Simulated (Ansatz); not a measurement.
Consider the substitution at a C–C bond: `CC(F)(F)CCl` + CH₃OH → `COC(C)(F)F` + `CCl`.

Isolated molecules relaxed with PBE0-D4/def2-TZVP in Ansatz; ΔE leaves out vibrations. CBS: MP2 limit from def2 TZ/QZ plus the TZ coupled-cluster correction, frozen cores. This one scheme is used for every species. Each species was taken in one conformer, which may not be the lowest.

`CC(F)(F)CCl`:

Z-matrix (Å, degrees):
```
C
C 1 1.500
H 1 1.090 2 110.0
H 1 1.089 2 110.0 3 -120.5
H 1 1.090 2 108.7 3 119.6
F 2 1.360 1 109.6 3 -177.1
F 2 1.370 1 109.4 3 -61.1
C 2 1.518 1 116.8 3 58.3
Cl 8 1.769 2 112.5 1 58.6
H 8 1.089 2 108.5 1 178.5
H 8 1.088 2 109.4 1 -61.8
```

CH₃OH:

Cartesian coordinates in Å:
```
C 0.092 -0.343 0.031
O -0.731 0.795 0.150
H -0.464 -1.184 0.445
H 1.028 -0.242 0.595
H 0.335 -0.576 -1.013
H -0.261 1.550 -0.207
```

`COC(C)(F)F`:

Z-matrix (Å, degrees):
```
C
O 1 1.415
H 1 1.095 2 111.6
H 1 1.093 2 111.3 3 -123.0
H 1 1.088 2 106.0 3 118.4
C 2 1.361 1 116.3 3 70.5
F 6 1.369 2 109.6 1 64.4
C 6 1.506 2 116.5 1 -59.8
F 6 1.347 2 105.2 1 178.2
H 8 1.089 6 108.8 2 -174.8
H 8 1.089 6 110.7 2 65.7
H 8 1.090 6 109.4 2 -55.2
```

`CCl`:

Z-matrix (Å, degrees):
```
C
Cl 1 1.773
H 1 1.088 2 108.6
H 1 1.087 2 108.7 3 -120.0
H 1 1.088 2 108.7 3 120.0
```

```tsv
species	MP2/def2-QZVPP energy (Eh)
`CC(F)(F)CCl`	-776.37350
CH₃OH	-115.55941
`COC(C)(F)F`	-392.37363
`CCl`	-499.56037
```

Q: Work out ΔE.

A: ΔE = (-392.37363) + (-499.56037) − (-776.37350) − (-115.55941) = -0.00109 Eh = -2.9 kJ/mol. CCSD(T)/CBS gives -4.7 kJ/mol.

Largest T1 diagnostic among the species: 0.011.

In def2-TZVPP, CCSD(T) changes the Hartree–Fock value by +11.6 kJ/mol (the triples alone add +0.4 kJ/mol) and MP2 by +15.2 kJ/mol.
